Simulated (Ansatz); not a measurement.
Potential energy curve for Li₂, singlet.

Methods: RKS-PBE = Ansatz (a quantum-chemistry and plane-wave program) with restricted PBE/def2-TZVP; UKS-PBE = unrestricted PBE/def2-TZVP (Ansatz); RKS-B3LYP = restricted B3LYP/def2-TZVP run with Ansatz; FCI = full CI/def2-TZVP, frozen core (Ansatz).

Energies relative to the lowest point of each curve near equilibrium, in kJ/mol; the last columns give the error against full CI:

| R / Å | RKS-PBE | UKS-PBE | RKS-B3LYP | FCI | RKS-PBE − FCI | UKS-PBE − FCI | RKS-B3LYP − FCI |
|---|---|---|---|---|---|---|---|
| 2.08 | 47.8 | 47.8 | 45.3 | 47.0 | 0.8 | 0.8 | -1.7 |
| 2.17 | 33.3 | 33.3 | 31.2 | 33.1 | 0.3 | 0.3 | -1.9 |
| 2.38 | 11.4 | 11.4 | 10.1 | 11.7 | -0.2 | -0.2 | -1.6 |
| 2.46 | 6.6 | 6.6 | 5.5 | 6.8 | -0.3 | -0.3 | -1.3 |
| 2.59 | 1.7 | 1.7 | 1.2 | 2.0 | -0.2 | -0.2 | -0.8 |
| 2.67 | 0.4 | 0.4 | 0.1 | 0.5 | -0.1 | -0.1 | -0.4 |
| 2.74 | 0.0 | 0.0 | 0.0 | 0.0 | 0.0 | 0.0 | 0.0 |
| 2.84 | 0.6 | 0.6 | 1.0 | 0.4 | 0.2 | 0.2 | 0.6 |
| 2.96 | 2.7 | 2.7 | 3.5 | 2.3 | 0.4 | 0.4 | 1.2 |
| 2.99 | 3.4 | 3.4 | 4.3 | 2.9 | 0.5 | 0.5 | 1.4 |
| 3.14 | 8.0 | 8.0 | 9.5 | 7.2 | 0.9 | 0.9 | 2.3 |
| 3.43 | 19.9 | 19.9 | 22.3 | 18.2 | 1.8 | 1.7 | 4.1 |
| 3.70 | 32.7 | 31.9 | 35.9 | 29.7 | 3.0 | 2.1 | 6.2 |
| 4.11 | 52.3 | 48.3 | 56.6 | 46.3 | 6.0 | 2.0 | 10.3 |
| 4.54 | 71.1 | 61.6 | 76.4 | 59.9 | 11.2 | 1.7 | 16.5 |
| 5.01 | 88.4 | 71.5 | 94.6 | 69.7 | 18.7 | 1.7 | 24.9 |
| 5.45 | 101.4 | 76.9 | 108.4 | 75.1 | 26.3 | 1.8 | 33.3 |
| 6.05 | 114.6 | 80.4 | 122.9 | 78.8 | 35.8 | 1.5 | 44.0 |
| 6.75 | 124.7 | 81.7 | 134.5 | 80.6 | 44.2 | 1.1 | 54.0 |
| 7.38 | 130.3 | 82.0 | 141.6 | 81.2 | 49.2 | 0.9 | 60.4 |
| 8.18 | 134.4 | 82.2 | 147.5 | 81.5 | 53.0 | 0.7 | 66.0 |

RKS-PBE is furthest from FCI at 8.18 (53.0 kJ/mol, above); its mean absolute error over the points is 12.0 kJ/mol.

UKS-PBE is furthest from FCI at 3.70 (2.1 kJ/mol, above); its mean absolute error over the points is 0.9 kJ/mol.

RKS-B3LYP is furthest from FCI at 8.18 (66.0 kJ/mol, above); its mean absolute error over the points is 15.9 kJ/mol.

The restricted form behind RKS-PBE, RKS-B3LYP keeps the bonding electrons paired and can't separate into open-shell fragments. The unrestricted determinant behind UKS-PBE is spin-contaminated at 3.43 to 8.18 Å (<S²> up to 1.0, against 0.00 for a pure singlet).
